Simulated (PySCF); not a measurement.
First SCF of a structure search on doublet AlN₂, at a hand-made bent geometry. PySCF input:

```python
from pyscf import gto, scf, dft
mol = gto.M(atom='''
Al     0.000000     0.000000     0.000000
N      1.417100     0.000000     0.992300
N     -1.417100     0.000000     0.992300''',
    basis={'Al': 'def2-TZVP', 'N': 'def2-TZVP'},
    charge=0, spin=1)
mf = dft.UKS(mol, xc='PBE0')
mf.grids.atom_grid = (50, 194)
aux = {'Al': 'def2-universal-JKFIT', 'N': 'def2-universal-JKFIT'}
mf = mf.density_fit(auxbasis=aux)
mf.conv_tol = 1e-08
mf.diis_space = 10
mf.max_cycle = 60
mf.init_guess = 'minao'
mf.verbose = 4
mf.kernel()
```

Excerpt of the output (cycles alone):

```
init E= -351.428088238371
cycle= 1 E= -351.391046506655  delta_E= 0.037  |g|= 0.216  |ddm|= 1.29
cycle= 2 E= -351.282488200804  delta_E= 0.109  |g|= 0.494  |ddm|= 0.667
cycle= 3 E= -351.432116175515  delta_E= -0.15  |g|= 0.0283  |ddm|= 0.415
cycle= 4 E= -351.433014803879  delta_E= -0.000899  |g|= 0.0164  |ddm|= 0.0479
cycle= 5 E= -351.433423857679  delta_E= -0.000409  |g|= 0.00624  |ddm|= 0.0258
cycle= 6 E= -351.433664329355  delta_E= -0.00024  |g|= 0.00491  |ddm|= 0.0249
cycle= 7 E= -351.433791139758  delta_E= -0.000127  |g|= 0.00537  |ddm|= 0.0126
cycle= 8 E= -351.433597571661  delta_E= 0.000194  |g|= 0.0044  |ddm|= 0.0203
cycle= 9 E= -351.433380492349  delta_E= 0.000217  |g|= 0.00192  |ddm|= 0.0458
cycle= 10 E= -351.433387428069  delta_E= -6.94e-06  |g|= 0.000837  |ddm|= 0.0173
cycle= 11 E= -351.43339118191  delta_E= -3.75e-06  |g|= 0.000858  |ddm|= 0.00689
cycle= 12 E= -351.433391206166  delta_E= -2.43e-08  |g|= 0.000897  |ddm|= 0.000769
cycle= 13 E= -351.433391769001  delta_E= -5.63e-07  |g|= 7.58e-05  |ddm|= 0.00097
cycle= 14 E= -351.433391805285  delta_E= -3.63e-08  |g|= 2.51e-05  |ddm|= 0.000524
cycle= 15 E= -351.433391808462  delta_E= -3.18e-09  |g|= 1.07e-05  |ddm|= 0.00015
Extra cycle  E= -351.433391808492  delta_E= -3.02e-11  |g|= 1.74e-05  |ddm|= 2.73e-05
converged SCF energy = -351.433391808492  <S^2> = 0.82476006  2S+1 = 2.0734127
```

This is not the lowest solution: another start and a stability analysis within the same unrestricted form found one 103.2 kJ/mol lower, at -351.47272 Eh.

The search for the lowest solution, 3 starts and the stability check together, took 19 s on 4 threads of a shared Arm Neoverse V2 host, with 99 basis functions; the process peaked at 0.44 GiB. Launch command: `OMP_NUM_THREADS=4 python axn.py task.json out`.
